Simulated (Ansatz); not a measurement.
bcc Fe was calculated with PBEsol-D3(BJ) (Ansatz, a program for electronic structure, PAW).

Numerical settings: plane-wave cutoff 520 eV, 26×26×26 k mesh, Fermi–Dirac smearing 0.05 eV, spin-polarised with parallel moments, scalar-relativistic PAW data made under PBE.

Properties against volume:

```json
[
 {"V (Å³/atom)": "9.947", "P (GPa)": "16.84", "moment (μB per cell of 1 atoms)": "1.95"},
 {"V (Å³/atom)": "10.159", "P (GPa)": "10.43", "moment (μB per cell of 1 atoms)": "1.98"},
 {"V (Å³/atom)": "10.370", "P (GPa)": "4.89", "moment (μB per cell of 1 atoms)": "2.02"},
 {"V (Å³/atom)": "10.582", "P (GPa)": "0.03", "moment (μB per cell of 1 atoms)": "2.06"},
 {"V (Å³/atom)": "10.794", "P (GPa)": "-4.42", "moment (μB per cell of 1 atoms)": "2.10"},
 {"V (Å³/atom)": "11.005", "P (GPa)": "-8.51", "moment (μB per cell of 1 atoms)": "2.13"},
 {"V (Å³/atom)": "11.217", "P (GPa)": "-12.20", "moment (μB per cell of 1 atoms)": "2.15"}
]
```
